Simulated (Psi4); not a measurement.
# U-wB97X-V/def2-SVPD run of AlNH3O (SMILES [NH2][Al][OH])

Aim: the energy change on altering one bond length of AlNH3O at U-wB97X-V/def2-SVPD, from 2 runs. 

The calculation is run with Psi4 1.11.

### 1 The structure to begin with

The species is AlNH3O (6 atoms), meant as a doublet with charge 0. As SMILES, `[NH2][Al][OH]`. The shape is that of a PBE0-D4/def2-TZVP optimisation. This is one conformer, not always the lowest.

Bond lengths: N1–Al2 1.769 Å, Al2–O3 1.705 Å, N1–H4 1.009 Å, N1–H5 1.006 Å, O3–H6 0.956 Å. Angles: N1–Al2–O3 116.1°, Al2–N1–H4 124.1°, Al2–N1–H5 125.0°, Al2–O3–H6 122.8°, H4–N1–H5 110.9°.

### 2 The energy at U-wB97X-V/def2-SVPD

Contents of job.in:

```
memory 2200 MB

molecule {
  0 2
  N
  Al 1 1.769025
  O 2 1.705439 1 116.07671
  H 1 1.008658 2 124.12916 3 -0.00199
  H 1 1.006125 4 110.91983 2 179.99754
  H 3 0.95553 2 122.80363 1 -179.99891
  symmetry c1
  no_reorient
  no_com
}

set {
  basis                def2-SVPD
  reference            uks
  puream               true
  e_convergence        1e-09
  d_convergence        1e-08
  scf_type             pk
  dft_radial_points    99
  dft_spherical_points 590
  maxiter              100
}

energy("wb97x-v")
```

Run with:

```sh
psi4 -n 1 job.in job.out
```

job.out, cut to the lines that bear on the results:

```text
[...]
  Running in c1 symmetry.
[...]
  Nuclear repulsion =   93.731226671658831
[...]
  Multiplicity = 2
[...]
  Nalpha       = 16
  Nbeta        = 15
[...]
    Number of basis functions: 91
[...]
   @UKS iter   1:  -373.66082166656173   -5.87075e-01   9.94258e-03 DIIS/ADIIS
[...]
   @UKS iter  13:  -374.00889319497418   -3.52429e-12   3.19724e-09 DIIS
[...]
   @S^2 Observed:                7.512947811E-01
[...]
    Orbital Energies [Eh]
    ---------------------
    Alpha Occupied:
       1A    -56.064671     2A    -19.211374     3A    -14.392849
       4A     -4.250260     5A     -2.799465     6A     -2.797995
       7A     -2.794024     8A     -1.088781     9A     -0.944727
      10A     -0.617324    11A     -0.585030    12A     -0.523508
      13A     -0.466442    14A     -0.436788    15A     -0.366677
      16A     -0.287661
    Alpha Virtual:
      17A      0.058441    18A      0.063383    19A      0.079890
      20A      0.118542    21A      0.130164    22A      0.143937
      23A      0.157702    24A      0.170358    25A      0.177406
[...]
  @UKS Final Energy:  -374.00889319497418
   => Energetics <=
    Nuclear Repulsion Energy =             93.7312266716588312
    One-Electron Energy =                -703.3665711033908110
    Two-Electron Energy =                 261.0458165295077038
    DFT Exchange-Correlation Energy =     -25.5477710255129331
    Empirical Dispersion Energy =           0.0000000000000000
    VV10 Nonlocal Energy =                  0.1284057327630088
    Total Energy =                       -374.0088931949741777
  UHF NO Occupations:
  HONO-2 :   14  A 1.9998589
  HONO-1 :   15  A 1.9996430
[...]
 Multipole Moments:
 ------------------------------------------------------------------------------------
     Multipole            Electronic (a.u.)      Nuclear  (a.u.)        Total (a.u.)
 ------------------------------------------------------------------------------------
 L = 1.  Multiply by 2.5417464519 to convert [e a0] to [Debye]
 Dipole X            :         -0.0000101            0.0000230            0.0000130
 Dipole Y            :          1.0595571           -0.7350636            0.3244934
 Dipole Z            :          2.3370111           -2.2901287            0.0468824
 Magnitude           :                                                    0.3278627
[...]
```

Wall time 97 s (1 thread of Intel Xeon Platinum 8488C (Sapphire Rapids), shared host); peak memory 1.2 GiB.

### 3 The distorted shape at the same level

Contents of alh3no.py:

```python
import psi4

psi4.set_memory(2200000000)
psi4.set_num_threads(1)
psi4.core.set_output_file('output.dat', False)

molecule = psi4.geometry("""
0 2
N     -1.03419231    -0.48548009    -0.47623933
Al     1.83649065     0.19690001     1.09506794
O      2.96824763    -2.10818791     3.04243071
H     -1.99870852    -2.11782552    -0.28046370
H     -2.63560103     1.62818803    -2.63956945
H      4.50194935    -1.93168749     3.97897898
units bohr
symmetry c1
no_reorient
no_com
""")

psi4.set_options({
    'basis': 'def2-SVPD',
    'reference': 'uks',
    'puream': True,
    'e_convergence': 1e-09,
    'd_convergence': 1e-08,
    'scf_type': 'pk',
    'dft_radial_points': 99,
    'dft_spherical_points': 590,
    'maxiter': 100,
})

e_tot = psi4.energy("WB97X-V", molecule=molecule)
print(f'WB97X-V energy: {e_tot:.10f} Eh')
```

Run with:

```sh
python alh3no.py
```

output.dat, cut to the lines that bear on the results:

```text
[...]
  Running in c1 symmetry.
[...]
  Nuclear repulsion =   91.203825026126424
[...]
  Multiplicity = 2
[...]
  Nalpha       = 16
  Nbeta        = 15
[...]
    Number of basis functions: 91
[...]
   @UKS iter   1:  -373.38161707815743   -6.33958e-01   1.07628e-02 ADIIS/DIIS
[...]
   @UKS iter  23:  -373.85666125219825   -4.20641e-11   4.35501e-09 DIIS
[...]
   @S^2 Observed:                7.539017511E-01
[...]
    Orbital Energies [Eh]
    ---------------------
    Alpha Occupied:
       1A    -56.069215     2A    -19.212649     3A    -14.431747
       4A     -4.254171     5A     -2.803124     6A     -2.802038
       7A     -2.798027     8A     -1.090208     9A     -0.904884
      10A     -0.614842    11A     -0.548951    12A     -0.468524
      13A     -0.439772    14A     -0.438021    15A     -0.362895
      16A     -0.287669
    Alpha Virtual:
      17A     -0.027396    18A      0.059481    19A      0.070353
      20A      0.093577    21A      0.120521    22A      0.135482
      23A      0.150568    24A      0.167358    25A      0.179475
[...]
  @UKS Final Energy:  -373.85666125219825
   => Energetics <=
    Nuclear Repulsion Energy =             91.2038250261264238
    One-Electron Energy =                -698.3052864307588834
    Two-Electron Energy =                 258.5211364829307286
    DFT Exchange-Correlation Energy =     -25.4045572465241385
    Empirical Dispersion Energy =           0.0000000000000000
    VV10 Nonlocal Energy =                  0.1282209160275951
    Total Energy =                       -373.8566612521982506
  UHF NO Occupations:
  HONO-2 :   14  A 1.9996440
  HONO-1 :   15  A 1.9986823
[...]
 Multipole Moments:
 ------------------------------------------------------------------------------------
     Multipole            Electronic (a.u.)      Nuclear  (a.u.)        Total (a.u.)
 ------------------------------------------------------------------------------------
 L = 1.  Multiply by 2.5417464519 to convert [e a0] to [Debye]
 Dipole X            :        -40.2181169           40.2486531            0.0305363
 Dipole Y            :         20.4960705          -20.1254888            0.3705817
 Dipole Z            :        -36.4713262           36.3005994           -0.1707268
 Magnitude           :                                                    0.4091588
[...]
```

Standard output:

```text
WB97X-V energy: -373.8566612522 Eh
```

Run time: 3 min. Hardware: 1 thread of Intel Xeon Platinum 8488C (Sapphire Rapids), shared host; peak memory 1.2 GiB.

### 4 What came out

Level: U-wB97X-V/def2-SVPD.

```
                                                         quantity          value
                                        first shape: total energy  -374.00889 Eh
                                       first shape: dipole moment         0.83 D
                  first shape: HOMO energy (highest over α and β)       -7.83 eV
                   first shape: LUMO energy (lowest over α and β)       -0.60 eV
                                                first shape: ⟨S²⟩          0.751
                                    distorted shape: total energy  -373.85666 Eh
                                   distorted shape: dipole moment         1.04 D
              distorted shape: HOMO energy (highest over α and β)       -7.83 eV
               distorted shape: LUMO energy (lowest over α and β)       -0.97 eV
                                            distorted shape: ⟨S²⟩          0.754
energy change with the N1–H5 bond stretched from 1.006 to 1.811 Å       4.142 eV
```

What this shows: With the N1–H5 bond stretched from 1.006 to 1.811 Å the energy rises by 4.14 eV (400 kJ/mol). The first shape isn't relaxed at this level, so the change isn't measured from a minimum.
